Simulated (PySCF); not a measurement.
Species: C4H7N.
SMILES with atom numbers: `[C-:1]#[N+:2][CH2:3][CH2:4][CH3:5]` (hydrogens: H6, H7 on C3; H8, H9 on C4; H10, H11, H12 on C5)

Geometry (PBE0-D3(BJ)/def2-TZVP, Å), atoms numbered from 1 in this order:
```xyz
12
C4H7N angstrom
C      2.3465    1.1939    0.7995
N      1.6372    0.3281    0.4782
C      0.7509   -0.7004    0.0744
C     -0.5163   -0.1450   -0.5620
C     -1.3215    0.7351    0.3746
H      0.5047   -1.2989    0.9566
H      1.2825   -1.3483   -0.6273
H     -1.1137   -1.0022   -0.8872
H     -0.2410    0.4097   -1.4630
H     -0.7429    1.6050    0.6916
H     -2.2278    1.0957   -0.1143
H     -1.6216    0.1872    1.2719
```

Level: wB97X-D/pcSseg-2 in PySCF, non-relativistic, on one gas-phase PBE0-D3(BJ)/def2-TZVP geometry that isn't relaxed in the solvent. The solvent is an IEF-PCM continuum (cavity from Bondi-type radii × 1.2). Specific hydrogen bonds and non-electrostatic terms are outside this model.

Gas phase at wB97X-D/pcSseg-2: HOMO -10.66 eV, LUMO 1.96 eV, dipole 3.98 D.

Problem. What does the continuum do to the energy, the frontier levels and the dipole at wB97X-D/pcSseg-2 in chloroform?

Solution. 
```tsv
solvent	ε	E(solvent) − E(gas) (kcal/mol)	polarisation term (kcal/mol)	distortion of the solute (kcal/mol)	HOMO (eV)	LUMO (eV)	dipole (D)
chloroform	4.711	-3.91	-4.55	0.64	-11.00	2.16	4.79
```

The polarisation term is half the interaction of the solute with the surface charges that it induces; the rest is the cost of distorting the solute's density. The sum is the electrostatic part of solvation alone.

Problem. Which radius a makes the point-dipole formula ΔE = −[(ε − 1)/(2ε + 1)]·μ²/a³ give the value in chloroform, with the gas-phase dipole?

Solution. μ = 1.565 au and |ΔE| = 0.00622 Eh give a = 2.75 Å; the farthest nucleus lies 2.78 Å from the centroid of the nuclei. The formula assumes a rigid point dipole at the centre of a sphere.

Problem. Give the dipole vector in the frame of the coordinates (D, pointing from negative to positive charge), gas and chloroform.

Solution. Gas (-2.72, -2.65, -1.20), solvent (-3.18, -3.27, -1.44). Its length changes by +20 % and its direction by 1°.

Note: wB97X-D ran without an empirical dispersion term, which enters the total energy and its gradient alone.
